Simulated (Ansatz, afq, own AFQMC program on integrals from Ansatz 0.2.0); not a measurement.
## Where AFQMC and coupled cluster stand for H2Br, doublet

```json
{"atom": "H", "x (Å)": "0.0000", "y (Å)": "0.0000", "z (Å)": "-1.1723"}
{"atom": "H", "x (Å)": "0.0000", "y (Å)": "0.0000", "z (Å)": "-0.2463"}
{"atom": "Br", "x (Å)": "0.0000", "y (Å)": "0.0000", "z (Å)": "1.4187"}
```

Basis cc-pVTZ. Only valence electrons are correlated. AFQMC by an in-house program on the Cholesky factors that Ansatz 0.2.0 writes for its CCSD(T) run. ph-AFQMC/CISD is guided by a CISD state made of CCSD amplitudes; releasing the constraint for a short imaginary time cuts its bias at the price of noise, slowly where states lie close. Uncertainties: one standard error, sampling alone. No spin–orbit coupling.

Determinant: UHF, the one that the program's search chose, which needn't be the lowest solution. The geometry is a point of a scan.

No full CI on the walks' own integrals is used here; CCSDT(Q) serves as the reference and is uncertain by about the last step of the cluster series.

Cautions: no relativity below Rb; no spin-orbit coupling; inner d shell frozen; the ph-AFQMC/HF walk drifts between its halves (2.3 errors).

The T1 diagnostic is 0.0152. The weight of the determinant in the CISD state is 0.907. The ⟨S²⟩ of the determinant is 0.798. The size of the correlated space is 9 electrons in 57 orbitals.

Reference: CCSDT(Q), correlation energy -5.802 eV. The released energy is read at 2.40 1/Eh (meV from the phaseless value at times in 1/Eh: -4.7 ± 1.6 at 0.24, -3.2 ± 2.1 at 0.51, -8 ± 3 at 0.99, -4.9 ± 1.9 at 1.62, -5.8 ± 2.3 at 2.40).

```
         level  E − E(reference) (kJ/mol)  share of correlation (%)
            HF                      559.8                      0.00
           MP2                       88.7                     84.15
          CCSD                       20.0                     96.44
       CCSD(T)                        2.4                     99.56
         CCSDT                        0.6                     99.89
   ph-AFQMC/HF                  5.2 ± 1.5                     99.08
 ph-AFQMC/CISD                  0.4 ± 0.2                     99.93
released AFQMC                 -0.2 ± 0.2                    100.03
```

A walk keeps the symmetry of its determinant, which the program's search chose and which needn't be the lowest solution, so a lower state of the same spin and another symmetry isn't excluded. Released energies are given only where the last usable release times agree within the noise; a slower fall can still hide under it.
